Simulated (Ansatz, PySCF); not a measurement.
System: CHOS, charge 1, multiplicity 1. It need not be the lowest isomer of its formula. 
Geometry from a B3LYP-D3(BJ)/def2-TZVP (Ansatz, an electronic-structure program) optimisation:
```
C
O 1 1.2311
H 2 0.9839 1 119.87
S 1 1.4978 2 174.87 3 -180.00
```
Charge +1, spin multiplicity 1.

Total electronic energies in hartree. Valence correlation only, unless marked. No spin-orbit coupling. No relativistic terms. CBS(X,Y): correlation extrapolated as X^-3; Hartree-Fock from the larger set. The bracket is a focal-point correction in the basis named.

```
level                                                                 program  energy (Eh)
-------------------------------------------------------------  --------------  -----------
PBE-D4/def2-TZVPD                                              Ansatz + dftd4            …
M06-L/def2-TZVPD                                                        PySCF            …
r2SCAN/def2-TZVPD                                                      Ansatz   -511.75862
PBE0/def2-SVP                                                          Ansatz   -511.30247
PBE0-D4/def2-TZVP                                              Ansatz + dftd4   -511.57689
PBE0/def2-TZVP                                                         Ansatz   -511.57543
TPSSh-D4/def2-TZVPD                                             PySCF + dftd4            …
r2SCAN0/def2-TZVPD                                                     Ansatz   -511.72885
MN15/def2-TZVPD                                                         PySCF   -511.61397
wB97M-V/def2-TZVPD                                                     Ansatz   -511.78911
B2GP-PLYP/def2-TZVPD                                                   Ansatz   -511.57117
B2PLYP/def2-TZVPD                                                      Ansatz   -511.64009
MP2/6-31G*                                                             Ansatz   -510.91662
MP2/cc-pVTZ                                                            Ansatz   -511.12255
MP2/cc-pV(Q+d)Z                                                        Ansatz   -511.17744
SCS-MP2/6-31G                                                          Ansatz   -510.65442
SCS-MP2/cc-pV(D+d)Z                                                    Ansatz   -510.95487
CCSD/STO-3G                                                            Ansatz   -504.92413
CCSD/6-31G*                                                            Ansatz   -510.92728
CCSD/cc-pwCVTZ                                                         Ansatz   -511.14324
CCSD(T)/cc-pwCVTZ                                                      Ansatz   -511.17443
RI-MP2/CBS(cc-pV(T+d)Z,cc-pV(Q+d)Z)+[CCSD(T)-MP2]/cc-pV(D+d)Z          Ansatz    -511.2381
CCSD(T)/CBS(cc-pV(T+d)Z,cc-pV(Q+d)Z)                                   Ansatz    -511.2392
```

Problem. What belongs in the gaps?

Solution. 
- PBE-D4/def2-TZVPD, energy (Eh): -511.55740
- M06-L/def2-TZVPD, energy (Eh): -511.83136
- TPSSh-D4/def2-TZVPD, energy (Eh): -511.86221
